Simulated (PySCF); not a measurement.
Reaction (SMILES): C(Cl)C → C[CH-]Cl + H+
B3LYP-D3(BJ)/def2-TZVP geometries, fixed; electronic energies without zero-point terms.

Effect of the grid level at B3LYP/def2-SVP with PySCF, against the last row, where the deprotonation energy is 418.59 kcal/mol. The proton leaves the site shown, which need not be the most acidic. Cost is core time over that of grids.level: 1, rough, on shared machines of one kind; a dash marks a row that isn't timed (too short, read off another run, short of memory, by another algorithm or on other hardware).

```json
[
 {"setting": "grids.level: 0", "grid points, largest species": "6896", "largest shift of a total energy (mEh)": "61.722", "shift of the deprotonation energy (kcal/mol)": "0.218", "cost": "-"},
 {"setting": "grids.level: 1", "grid points, largest species": "29040", "largest shift of a total energy (mEh)": "-0.016", "shift of the deprotonation energy (kcal/mol)": "-0.003", "cost": "1×"},
 {"setting": "grids.level: 2", "grid points, largest species": "61024", "largest shift of a total energy (mEh)": "-0.002", "shift of the deprotonation energy (kcal/mol)": "-0.002", "cost": "2×"},
 {"setting": "grids.level: 3", "grid points, largest species": "96160", "largest shift of a total energy (mEh)": "-0.002", "shift of the deprotonation energy (kcal/mol)": "-0.001", "cost": "2×"},
 {"setting": "grids.level: 4", "grid points, largest species": "164448", "largest shift of a total energy (mEh)": "0.000", "shift of the deprotonation energy (kcal/mol)": "0.000", "cost": "3×"},
 {"setting": "grids.level: 5", "grid points, largest species": "246704", "largest shift of a total energy (mEh)": "0.000", "shift of the deprotonation energy (kcal/mol)": "0.000", "cost": "5×"},
 {"setting": "grids.level: 7", "grid points, largest species": "509192", "largest shift of a total energy (mEh)": "0.000", "shift of the deprotonation energy (kcal/mol)": "0.000", "cost": "8×"}
]
```

Within 0.05 kcal/mol in the deprotonation energy: grids.level: 1; grids.level: 2; grids.level: 3; grids.level: 4; grids.level: 5. The largest shift is 61.722 mEh in a total energy and 0.218 kcal/mol in the difference.
